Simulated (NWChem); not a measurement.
# O2F (SMILES [O]OF): UPBE/def2-TZVPPD

What is the energy change on altering one bond length of O2F at UPBE/def2-TZVPPD? 

The results are computed with NWChem 7.3.0.

3 further runs of the same task are left out: 1 that didn't finish, 2 set aside as unsound or not needed. Runs told in other sessions of the task aren't counted.

**1. The structure to begin with**

The species is O2F (3 atoms), meant as a doublet with charge 0. SMILES: `[O]OF`. Geometry: relaxed at PBE0-D4/def2-TZVP.

Bond lengths: O1–O2 1.181 Å. A long bond or contact: O2–F3 1.573 Å.

**2. Energy and forces at UPBE/def2-TZVPPD**

mymol.nw

```
start mymol
title "FO2 PBE"
memory stack 880 mb heap 220 mb global 1100 mb

geometry noautosym nocenter noautoz
 O      0.933400    -0.295440     0.482240
 O      0.133270     0.497870     0.127930
 F     -1.066650    -0.202430    -0.610160
end

basis spherical bse
 * library def2-TZVPPD
end

dft
 xc xpbe96 cpbe96
 mult 2
 grid fine
 convergence energy 1e-08
 maxiter 100
 mulliken
end

task dft gradient
```

Launch:

```sh
$ nwchem mymol.nw > mymol.out
```

Standard output:

```text
[...]
          Wavefunction type:  spin polarized.
          No. of atoms     :     3
          No. of electrons :    25
[...]
          Charge           :     0
          Spin multiplicity:     2
[...]
          AO basis - number of functions:   120
[...]
              XC Information
              --------------
          PerdewBurkeErnzerhof Exchange Functional  1.000
            Perdew 1991 LDA Correlation Functional  1.000 local
           PerdewBurkeErnz. Correlation Functional  1.000 non-local
[...]
 d= 0,ls=0.0,diis     1   -249.7508067989 -3.19D+02  9.08D-03  6.53D-01     6.0
[...]
 d= 0,ls=0.0,diis    14   -249.9683066017 -2.63D-09  1.38D-07  2.37D-09    68.6
[...]
         Total DFT energy =     -249.968306601712
      One electron energy =     -483.553475293541
           Coulomb energy =      191.172473139662
    Exchange-Corr. energy =      -27.184001684259
 Nuclear repulsion energy =       69.596697236425
[...]
      Total Density - Mulliken Population Analysis
     ---------------------------------------------
    Atom       Charge   Shell Charges
 -----------   ------   -------------------------------------------------------
    1 O    8     8.01   0.79  1.17  0.64  0.95  0.38  0.02  1.82  1.65  0.52  0.02  0.01  0.04 -0.01  0.01
    2 O    8     7.73   0.80  1.17  0.66  0.97  0.28 -0.01  1.76  1.62  0.39 -0.00  0.01  0.08 -0.01  0.01
    3 F    9     9.25   0.77  1.19  0.64  0.98  0.39  0.01  2.23  2.01  0.96  0.06  0.00  0.01  0.00  0.00
[...]
      <S2> =      0.7544 (Exact =     0.7500)
[...]
  wavefunction    = open shell
                         DFT ENERGY GRADIENTS
    atom               coordinates                        gradient
                 x          y          z           x          y          z
   1 O       1.763870  -0.558301   0.911301   -0.024318   0.019841  -0.011236
   2 O       0.251844   0.940838   0.241753    0.007109  -0.027037   0.000961
   3 F      -2.015676  -0.382537  -1.153035    0.017209   0.007196   0.010274
[...]
```

It took 87 s on 1 thread of Intel Xeon Platinum 8259CL at 2.50GHz (Skylake/Cascade Lake), shared host; peak memory 0.13 GiB.

**3. The distorted shape: the energy at UPBE/def2-TZVPPD**

input.nw

```
start input
title "FO2 energy"
memory 2200 mb
geometry units angstrom noautosym nocenter noautoz
O        1.053414      -0.414432       0.535384
O        0.133270       0.497870       0.127930
F       -1.066650      -0.202430      -0.610160
end
basis spherical bse
* library def2-TZVPPD
end
dft
xc xpbe96 cpbe96
mult 2
grid fine
convergence energy 1e-08
iterations 100
mulliken
end
task dft
```

Launch:

```sh
$ nwchem input.nw > input.out
```

Standard output:

```text
[...]
          Wavefunction type:  spin polarized.
          No. of atoms     :     3
          No. of electrons :    25
[...]
          Charge           :     0
          Spin multiplicity:     2
[...]
          AO basis - number of functions:   120
[...]
              XC Information
              --------------
          PerdewBurkeErnzerhof Exchange Functional  1.000
            Perdew 1991 LDA Correlation Functional  1.000 local
           PerdewBurkeErnz. Correlation Functional  1.000 non-local
[...]
 d= 0,ls=0.0,diis     1   -249.7315499465 -3.15D+02  1.11D-02  6.62D-01     5.7
[...]
 d= 0,ls=0.0,diis    15   -249.9493208389 -4.79D-09  3.13D-07  2.62D-09    66.9
[...]
         Total DFT energy =     -249.949320838884
      One electron energy =     -474.472672745469
           Coulomb energy =      186.670500656065
    Exchange-Corr. energy =      -27.049371784905
 Nuclear repulsion energy =       64.902223035425
[...]
      Total Density - Mulliken Population Analysis
     ---------------------------------------------
    Atom       Charge   Shell Charges
 -----------   ------   -------------------------------------------------------
    1 O    8     8.02   0.80  1.17  0.66  0.98  0.36  0.02  1.74  1.66  0.60  0.02  0.00  0.03 -0.00  0.00
    2 O    8     7.79   0.80  1.17  0.68  0.99  0.28 -0.01  1.69  1.64  0.48  0.00  0.00  0.06  0.00  0.00
    3 F    9     9.18   0.77  1.19  0.64  0.99  0.38  0.01  2.22  2.00  0.92  0.05  0.00  0.01  0.01  0.00
[...]
      <S2> =      0.7557 (Exact =     0.7500)
[...]
```

Wall time 68 s (1 thread of Intel Xeon Platinum 8259CL at 2.50GHz (Skylake/Cascade Lake), shared host); peak memory 0.12 GiB.

**4. What came out**

Level: UPBE/def2-TZVPPD.

```
                                                         quantity          value
                                        first shape: total energy  -249.96831 Eh
                                       first shape: dipole moment         1.59 D
                  first shape: HOMO energy (highest over α and β)       -7.41 eV
                   first shape: LUMO energy (lowest over α and β)       -5.63 eV
                                                first shape: ⟨S²⟩          0.754
                            first shape: largest force on an atom     1.714 eV/Å
                                    distorted shape: total energy  -249.94932 Eh
                                   distorted shape: dipole moment         1.00 D
              distorted shape: HOMO energy (highest over α and β)       -8.24 eV
               distorted shape: LUMO energy (lowest over α and β)       -6.51 eV
                                            distorted shape: ⟨S²⟩          0.756
energy change with the O1–O2 bond stretched from 1.181 to 1.358 Å       0.517 eV
```

In words: With the O1–O2 bond stretched from 1.181 to 1.358 Å the energy rises by 0.52 eV (11.9 kcal/mol). The first shape isn't relaxed at this level, so the change isn't measured from a minimum. The largest force (first shape) is 1.71 eV/Å: the shape isn't a stationary point for this species at this level.
